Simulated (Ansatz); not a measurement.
in.yaml

```yaml
crystal:
  periodic: [false, false, false]
  atoms:
    - {symbol: P, position_ang: [0.037627, 0.000000, 0.104501]}
    - {symbol: H, position_ang: [0.431404, 0.000000, -5.039449]}
    - {symbol: H, position_ang: [-0.870630, 1.078238, 0.104501]}
    - {symbol: H, position_ang: [-0.870630, -1.078238, 0.104501]}
    - {symbol: H, position_ang: [0.153577, 0.000000, 1.619169]}
basis:
  gaussian: {orbitals: 6-31G, point_charges: [{charge: 0.50, position_ang: [4.018, -0.856, 0.611]}]}
magnetization: {spin_polarized: true, initial_magnetization: 1}
hamiltonian: {xc: {name: B3LYP}}
correlation: {method: ccsd_t, electrons: outside_noble_gas}
accuracy: high
output: {forces: true}
```

```sh
$ ansatz run in.yaml --threads 1 --pin off --events-out ev --progress --plain --max-ram 2393MiB
```

Log:

```
449 factors; integrals over basis functions are off by at most 3.3e-9 eV
mean field evaluation 1: about -9349.6680 eV, gradient 6.2e0 eV
mean field evaluation 2: about -9349.6626 eV, gradient 6.2e0 eV
mean field evaluation 4: about -9349.9819 eV, gradient 2.2e-1 eV
mean field evaluation 8: about -9349.9822 eV, gradient 2.1e-3 eV
mean field evaluation 16: about -9349.9822 eV, gradient 4.4e-7 eV
mean field -9349.98215971 eV, -343.6055067239 hartree, gradient 5.0e-8 eV, S^2 0.750000; 0 other end points of the search recorded, 0 dependent functions left out
5 core orbitals not correlated: weight in the atoms' cores, before any rotation towards them, 1.000 or more for the frozen orbitals, at most 0.000 for the correlated occupied ones
reference -9330.53373143 eV, -342.8907901670 hartree; 5, 4 occupied and 11, 12 virtual orbitals, 449 factors
second order -1.80398777 eV of doubles, -0.07610084 eV of singles
cycle   1  -2.27133992 eV  change   -4.0e-1 eV  update   5.0e-2
cycle   2  -2.44155337 eV  change   -1.7e-1 eV  update   1.9e-2
cycle   3  -2.44935183 eV  change   -7.8e-3 eV  update   3.7e-3
cycle   4  -2.45028514 eV  change   -9.3e-4 eV  update   8.5e-4
cycle   5  -2.45010688 eV  change    1.8e-4 eV  update   2.2e-4
cycle   6  -2.45011667 eV  change   -9.8e-6 eV  update   7.1e-5
cycle   7  -2.45013516 eV  change   -1.8e-5 eV  update   1.5e-5
cycle   8  -2.45012920 eV  change    6.0e-6 eV  update   3.6e-6
cycle   9  -2.45012952 eV  change   -3.2e-7 eV  update   1.2e-6
cycle  10  -2.45012976 eV  change   -2.3e-7 eV  update   4.0e-7
cycle  11  -2.45012973 eV  change    3.2e-8 eV  update   1.3e-7
cycle  12  -2.45012966 eV  change    6.2e-8 eV  update   6.8e-8
cycle  13  -2.45012965 eV  change    1.7e-8 eV  update   4.4e-8
cycle  14  -2.45012964 eV  change    6.5e-9 eV  update   2.9e-8
cycle  15  -2.45012966 eV  change   -1.7e-8 eV  update   1.7e-8
cycle  16  -2.45012945 eV  change    2.0e-7 eV  update   1.1e-7
cycle  17  -2.45012938 eV  change    7.8e-8 eV  update   3.7e-8
cycle  18  -2.45012936 eV  change    1.6e-8 eV  update   1.0e-8
cycle  19  -2.45012936 eV  change   5.3e-12 eV  update   2.5e-9
cycle  20  -2.45012936 eV  change  -2.5e-10 eV  update  6.5e-10
perturbative correction -0.02155860 eV, -0.0007922640 hartree
the calculation of the forces begins
Total energy: -9333.00541939 eV, -342.9816230242 hartree
Atom 0 at     0.037627     0.000000     0.104501 Å, force     1.363610    -0.019526     1.230599 eV/Å
Atom 1 at     0.431404     0.000000    -5.039449 Å, force    -0.000108     0.000000     0.000894 eV/Å
Atom 2 at    -0.870630     1.078238     0.104501 Å, force    -0.657260     0.574507    -0.196255 eV/Å
Atom 3 at    -0.870630    -1.078238     0.104501 Å, force    -0.707617    -0.581665    -0.174680 eV/Å
Atom 4 at     0.153577     0.000000     1.619169 Å, force     0.067700     0.000424    -0.817093 eV/Å
Dipole moment:    -0.320499     0.018877     0.113428 e Å
```

Forces (eV/Å):
```
P    1.364 -0.020  1.231
H    0.000  0.000  0.001
H   -0.657  0.575 -0.196
H   -0.708 -0.582 -0.175
H    0.068  0.000 -0.817
```

Ran on 1 thread of Intel Xeon Platinum 8259CL, shared host: 5.5 s wall, 0.14 GiB peak host memory.
